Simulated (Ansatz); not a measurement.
Species: HS, SMILES `[SH]` (charge 0, multiplicity 2).

Question: Give a relaxed geometry from r2SCAN-D4/def2-TZVP (Ansatz, a first-principles code).

Answer: the end point of this relaxation (outside a Z-matrix the atoms follow the SMILES, hydrogens last).
Bond lengths (Å): S1–H2 1.346.
